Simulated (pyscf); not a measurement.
One substitution at C on the doublet surface with elements of a group swapped. ωB97M-D3(BJ)/def2-TZVP, kcal/mol, from the separated reactants. Single points on ωB97X-D3(BJ)/def2-SVP structures (PySCF, gas phase).

```
step                             barrier  reaction energy  imaginary mode (i cm⁻¹)
-------------------------------  -------  ---------------  -----------------------
CH₄ + H₃C–S• -> H₃C–S–CH₃ + H•      54.8            +33.8                     1472
CH₄ + H₃C–Se• → H₃C–Se–CH₃ + H•      [?]              [?]                     1420
```

What belongs in the gaps?


- CH₄ + H₃C–Se• → H₃C–Se–CH₃ + H•, barrier: 59.5
- CH₄ + H₃C–Se• → H₃C–Se–CH₃ + H•, reaction energy: +43.7

Each row is the saddle that its search found. Elements up to Kr have no core potential and no relativistic terms here.
